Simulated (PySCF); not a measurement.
# BH3: the cost of one run

The runs use PySCF 2.14.0; levels as typed in each script, gas phase, geometry from GFN2-xTB.

**1. Where the work starts**

SMILES `B`, 4 atoms, charge 0, spin multiplicity 1.

Bond lengths: B1–H2 1.164 Å, B1–H3 1.164 Å, B1–H4 1.164 Å. Angles: H2–B1–H3 120.0°, H2–B1–H4 120.0°, H3–B1–H4 120.0°.

Geometry (Å):

```
B     0.0000    0.0000    0.0000
H    -0.3009    1.1249    0.0000
H    -0.8237   -0.8231    0.0000
H     1.1247   -0.3018    0.0000
```

**2. Excited states (LC-wPBE/def2-svpd)**

The input, input.py:

```python
import numpy as np
from pyscf import gto, scf, dft, tdscf
from pyscf.scf import atom_ks, atom_hf
from scipy.linalg import block_diag

def solve(mol, dm0=None, hcore=None):
    mf = (dft.UKS if mol.spin else dft.RKS)(mol, xc='lc_wpbe')
    mf.grids.level = 3
    mf = mf.density_fit(auxbasis='def2-universal-jkfit')
    mf.conv_tol, mf.max_cycle = 1e-8, 80
    if hcore is not None:
        mf.get_hcore = lambda *args: hcore
    mf.kernel(dm0)
    if not mf.converged:
        mf = mf.newton().run(mf.mo_coeff, mf.mo_occ, max_cycle=30)
    assert mf.converged, 'SCF not converged'
    return mf

mol = gto.M(atom='''
B      0.00000     0.00000     0.00000
H     -0.30093     1.12490     0.00000
H     -0.82373    -0.82307     0.00000
H      1.12466    -0.30184     0.00000
''', basis='def2-svpd', charge=0, spin=0, verbose=4)
mf = solve(mol)
td = mf.TDDFT()
td.nstates, td.singlet, td.conv_tol = 4, True, 1e-5
td.kernel()
td.analyze()
x, y = np.array([p[0] for p in td.xy]), np.array([p[1] + 0 * p[0] for p in td.xy])
f, mu = td.oscillator_strength(), td.transition_dipole()
nto = [td.get_nto(state=i + 1, verbose=4) for i in range(len(td.e))]
# spherically averaged free atoms, for the promolecule
atm = atom_ks.get_atm_nrks(mol, xc='lc_wpbe')
pro = block_diag(*[(atm[a[0]][2] * atm[a[0]][3]) @ atm[a[0]][2].T for a in mol._atom])
np.savez('result.npz', e=td.e, f=f, ok=td.converged, w=[n[0] for n in nto], nto=[n[1] for n in nto], x=x, y=y, c=mf.mo_coeff, occ=mf.mo_occ, eps=mf.mo_energy, pro=pro, mu=mu)
```

On the command line:

```
$ OMP_NUM_THREADS=1 python input.py
```

What time and memory should one allow on 1 thread of Arm Neoverse V2, shared host?

About 12 s, with a peak of 0.24 GiB.
